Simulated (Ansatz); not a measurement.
```xyz
9

N     0.906   -1.062    1.111
C     0.661    0.154    0.509
C    -0.231    0.405   -0.419
C    -1.035    0.662   -1.400
F    -2.287    1.140   -1.220
H     0.187   -1.759    1.003
H     1.291   -1.022    2.039
H     1.326    0.952    0.833
H    -0.817    0.531   -2.456
```

Charge 0, multiplicity 1.

**Question.** List the ωB97M-V/def2-TZVPP orbital energies in eV (Ansatz). (Best estimate.)

**Answer.** The calculation gave: Occupied: -677.40, -395.16, -283.60, -283.08, -281.15, -36.44, -28.66, -24.41, -22.00, -18.65, -17.74, -16.75, -16.71, -15.28, -14.65, -13.06, -12.80, -9.56, -8.68. Lowest empty: 1.93, 2.32, 3.28, 3.60, 4.14, 4.52, 5.92, 6.50.
